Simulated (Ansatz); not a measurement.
**CH₄AlB (SMILES B=[CH][AlH2]): functionals against CCSD(T) at one geometry**

An exercise on one series of results from a longer session: the logs are not shown, and one member is left open.

Computed with Ansatz 0.2.0, Gaussian basis. Level: single points in def2-TZVPP.

Correlated methods freeze the cores.

**The system as given**

SMILES `B=[CH][AlH2]`, 7 atoms, charge 0, spin multiplicity 1.

Atoms are counted from 1 here; the program's logs count them from 0.

Bond lengths: B1–C2 1.559 Å, B1–H4 0.955 Å, C2–Al3 1.926 Å, C2–H5 1.106 Å, Al3–H6 1.568 Å, Al3–H7 1.660 Å. Angles: C2–B1–H4 161.6°, B1–C2–Al3 123.2°, B1–C2–H5 130.6°, Al3–C2–H5 106.3°, C2–Al3–H6 120.7°, C2–Al3–H7 127.2°, H6–Al3–H7 112.0°.

Geometry (Å):

```xyz
7

B    -0.5989   -1.0901   -1.4007
C    -0.7867   -0.0393   -0.2651
Al    0.6473    0.5396    0.8823
H    -0.1932   -1.6468   -2.0625
H    -1.6843    0.5228    0.0531
H     0.3999    1.6264    1.9851
H     2.2402    0.0778    0.8088
```

Set-up of the first run:

The input, run/in.yaml:

```yaml
crystal:
  periodic: [false, false, false]
  atoms:
    - {symbol: B, position_ang: [-0.598900, -1.090100, -1.400700]}
    - {symbol: C, position_ang: [-0.786700, -0.039300, -0.265100]}
    - {symbol: Al, position_ang: [0.647300, 0.539600, 0.882300]}
    - {symbol: H, position_ang: [-0.193200, -1.646800, -2.062500]}
    - {symbol: H, position_ang: [-1.684300, 0.522800, 0.053100]}
    - {symbol: H, position_ang: [0.399900, 1.626400, 1.985100]}
    - {symbol: H, position_ang: [2.240200, 0.077800, 0.808800]}
basis:
  gaussian: {orbitals: def2-TZVPP}
correlation: {method: ccsd_t}
output: {forces: true}
```

The command line of these runs was not kept.

Among the steps run: CCSD(T)/def2-TZVPP; PBE0-D4/def2-TZVPP; wB97M-V/def2-TZVPP; r2SCAN-D4/def2-TZVPP; PBE-D4/def2-TZVPP; BLYP-D4/def2-TZVPP; CAM-B3LYP-D4/def2-TZVPP.

One of the session's tables, all rows but one given; the rest of the session is left out.

| method | RMS force component (eV/Å) | angle to CCSD(T) forces (°) | dipole (D) |
| --- | --- | --- | --- |
| CCSD(T) | 4.386 | reference | 2.05 |
| PBE0-D4 | 4.514 | 1.5 | 2.26 |
| wB97M-V | 4.469 | 2.0 | 2.38 |
| r2SCAN-D4 | 4.467 | 1.3 | 2.22 |
| PBE-D4 | ? | ? | ? |
| BLYP-D4 | 4.327 | 1.0 | 2.08 |
| CAM-B3LYP-D4 | 4.501 | 2.2 | 2.31 |

Estimate the missing values for PBE-D4.

**Answer.** RMS force component (eV/Å): 4.431; angle to CCSD(T) forces (°): 1.3; dipole (D): 2.05. In the column «RMS force component (eV/Å)» it lies between CCSD(T) (4.386) and r2SCAN-D4 (4.467).
